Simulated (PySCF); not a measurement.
# Working out the ionisation energy of N

N [He] 2s2 2p3 (4S) → N⁺ [He] 2s2 2p2 (3P). Calculation: PySCF 2.14, in def2-QZVPPD; the non-relativistic Hamiltonian (point nucleus). Frozen: nothing. Energies in hartree (1 hartree = 27.21139 eV):

| part | N (lower) | N⁺ (upper) |
| --- | --- | --- |
| UHF | -54.404429 | -53.893782 |
| CCSD correlation | -0.141175 | -0.119379 |
| (T) | -0.002983 | -0.002025 |

Question: What does Hartree-Fock give?

Answer: (-53.893782) − (-54.404429) = 0.510647 hartree = 13.895 eV.

Question: What do CCSD and CCSD(T) give?

Answer: The CCSD correlation energies differ by 0.021796 hartree = 0.593 eV and the triples by 0.000958 hartree = 0.026 eV, so CCSD gives 14.488 eV and CCSD(T) 14.514 eV.

Measured between the centres of the two terms (NIST): 14.545 eV, so CCSD(T) (valence and next inner shell) is off by -0.031 eV.

What remains against the reference includes basis incompleteness and higher excitations.
